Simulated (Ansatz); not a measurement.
Geometry optimisation, UKS PBE-D4/def2-SVP in Ansatz.

Input:

```yaml
crystal:
  periodic: [false, false, false]
  atoms:
    - { symbol: O, position_ang: [-1.5954, -0.0803, 0.1092] }
    - { symbol: Al, position_ang: [-0.0181, -0.8802, 0.0556] }
    - { symbol: O, position_ang: [1.4441, -0.0171, 0.6786] }
    - { symbol: H, position_ang: [-0.4979, -1.97451, -0.91593] }
    - { symbol: H, position_ang: [1.8435, 0.4525, -0.1119] }
magnetization:
  spin_polarized: true
  initial_magnetization: 1
basis:
  gaussian: { orbitals: def2-SVP }
hamiltonian:
  xc: pbe
  dispersion: d4
relax:
  f_tol: 0.02
  max_steps: 50
```

Command:

```bash
$ ansatz run input.yaml --threads 1 --pin off --max-ram 2048MiB --backend cpu --events-out ev --progress --plain --runs-dir out
```

Q: Where does it end, and by what steps?

A: It converged. After 11 steps the energy has fallen by 0.531 eV; O3 moved furthest, 0.66 Å.

| step | energy less start (eV) | largest force component (eV/Å) | accepted |
| --- | --- | --- | --- |
| 0 | 0.0000 | 2.210 | yes |
| 1 | -0.2403 | 1.416 | yes |
| 2 | -0.2899 | 1.133 | yes |
| 3 | -0.3694 | 0.389 | yes |
| 4 | -0.3998 | 0.247 | yes |
| 5 | -0.4092 | 0.289 | yes |
| 6 | -0.4383 | 0.580 | yes |
| 7 | -0.1938 | 3.556 | no |
| 8 | -0.4727 | 0.358 | yes |
| 9 | -0.5065 | 0.346 | yes |
| 10 | -0.5301 | 0.047 | yes |
| 11 | -0.5305 | 0.017 | yes |

```xyz
5
Properties=species:S:1:pos:R:3
O -1.489 0.191 0.263
Al -0.126 -0.823 -0.165
O 1.470 -0.236 0.060
H -0.376 -2.271 -0.756
H 1.697 0.639 0.413
```

Whether the end is a true minimum wasn't checked by a vibrational analysis.

The run took 32 s on 1 thread of Intel(R) Xeon(R) Processor @ 2.70GHz, with other jobs on the host, peak memory 0.14 GiB.
